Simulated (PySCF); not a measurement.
**Bond curve of SO**

Set-up: S 6-31G(d,p), O 6-31G(d,p); no relativity (PySCF 2.14). Energies in eV from S + O in their ground configurations at the same level. State: ³Σ⁻ (triplet), unpaired electrons π ↑↑.

```
R (Å)  CAM-B3LYP  r²SCAN0     UHF  UHF-CCSD(T)
1.297     -3.255   -3.085  -0.461             
1.357     -4.256   -4.063  -1.341       -3.526
1.417     -4.801   -4.584  -1.757       -4.129
1.463     -4.991   -4.757  -1.846       -4.362
1.508     -5.039   -4.788  -1.792       -4.455
1.553     -4.978   -4.712  -1.629       -4.440
1.614     -4.771   -4.487  -1.288       -4.298
1.689     -4.371   -4.070  -0.735       -3.986
1.779     -3.769   -3.452  -0.019       -3.504
1.900     -2.869   -2.544   0.738
```

Q: Put a parabola through the three lowest points of the CAM-B3LYP curve and estimate Re, k and ωe (reduced mass 10.66 u; 1 eV/Å² = 0.16022 mdyn/Å; ωe = 1302.8·√(k/μ) cm⁻¹).

A: Through R = 1.463, 1.508, 1.553 Å the second-order coefficient is 26.9 eV/Å², so Re ≈ 1.505 Å, k ≈ 8.62 mdyn/Å and ωe ≈ 1172 cm⁻¹. A polynomial fit of higher order to the unrounded CAM-B3LYP energies gives Re = 1.503 Å, k = 8.72 mdyn/Å, ωe = 1178 cm⁻¹; anharmonicity and rounding make the difference.

The higher-order fit for each curve: CAM-B3LYP: Re = 1.503 Å, ωe = 1178 cm⁻¹, De = 5.04 eV; r²SCAN0: Re = 1.497 Å, ωe = 1194 cm⁻¹, De = 4.79 eV; UHF: Re = 1.466 Å, ωe = 1318 cm⁻¹, De = 1.85 eV; UHF-CCSD(T): Re = 1.523 Å, ωe = 1101 cm⁻¹, De = 4.46 eV.

Correlated steps freeze 6 core orbitals. Correlated levels converge slowly with the basis: in double zeta they bind strong bonds too weakly, by up to about 1 eV, and carry superposition errors of some tenths. The state was picked by a PBE0 search and need not be the measured ground state.
